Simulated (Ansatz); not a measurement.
Mulliken charges of C$_{2}$H$_{3}$FO (`CC(=O)F`) from r2SCAN/def2-TZVPP in Ansatz (PBE0-D4/def2-TZVP geometry).

| atom | x (Å) | y (Å) | z (Å) | charge (e) |
| --- | --- | --- | --- | --- |
| C1 | 0.485 | 0.014 | 0.444 | -0.141 |
| C2 | -0.695 | -0.034 | -0.460 | 0.340 |
| O3 | -1.838 | -0.145 | -0.191 | -0.256 |
| F4 | -0.308 | 0.075 | -1.751 | -0.184 |
| H5 | 0.167 | -0.106 | 1.476 | 0.082 |
| H6 | 1.189 | -0.773 | 0.167 | 0.079 |
| H7 | 0.999 | 0.969 | 0.315 | 0.079 |

**Question.** By hand: the dipole of these point charges (1 e Å = 4.8032 D).

**Answer.** Σ q r = (0.409, 0.017, 0.311) e Å, of length 0.514 e Å = 2.47 D.

**Question.** How does the dipole of the full density compare? (An estimate is asked.)

**Answer.** The calculation gave: (0.549, 0.032, 0.271) e Å, 2.94 D; the point charges give 0.84 times that, at 11° from its direction.

Point charges leave out the atoms' own dipoles, such as those of lone pairs, and Mulliken's split depends on the basis, so the two needn't agree.
